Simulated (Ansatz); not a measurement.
**Relative stability**

Two relaxed structures of CH2LiN, singlet (PBE0-D4/def2-TZVP; forces vanish, vibrations not checked).

A:

| atom | x (Å) | y (Å) | z (Å) |
| --- | --- | --- | --- |
| Li1 | -1.6507 | -0.4889 | -0.5826 |
| N2 | -0.6391 | 0.9082 | -0.0496 |
| C3 | 0.1221 | -0.1419 | -0.0496 |
| H4 | -0.2257 | 1.8006 | 0.2296 |
| H5 | 1.1714 | 0.0226 | 0.2582 |

B:

```xyz
5
angstrom
Li -2.4750 0.3267 -0.1993
N -0.4589 0.3022 -0.0173
C 0.6771 0.2946 0.0894
H -4.0875 0.3543 -0.3396
H 1.7429 0.2878 0.1895
```

Ansatz 0.2.0; basis: def2-TZVPP; cores frozen in the correlated methods. The outer core shell of Li, Na, Mg and K is correlated. B3LYP uses VWN-RPA correlation.

(1) Which structure is lower at CCSD(T), and by how much? (An estimate is asked for; the value comes from the calculation.)

T1 diagnostic: at most 0.015.

## Answers

(1) The calculation gives: A, by 8.68 kcal/mol (electronic energy, against the other). By their contacts, A is CH₂LiN ([Li]1[CH][NH]1) and B is CH₂LiN ([LiH][N][CH]).

All methods give the same order:

```tsv
method	E(B) − E(A) (kcal/mol)
PBE-D4	14.37
r2SCAN-D4	14.50
PBE0-D4	15.64
B3LYP-D4	10.88
wB97M-V	11.51
HF	4.47
MP2	7.75
CCSD	8.42
CCSD(T)	8.68
```

Labels in which every atom is bracketed show which atoms are joined, not bond orders.

For scale, one of the runs: CCSD(T)/def2-TZVPP, 109 basis functions, launched by `ansatz run in.yaml --threads 2 --pin off --events-out ev --progress --plain --max-ram 4352MiB`. The run took about 3.8 s on 2 CPU threads of an Arm Neoverse V1 (shared host).
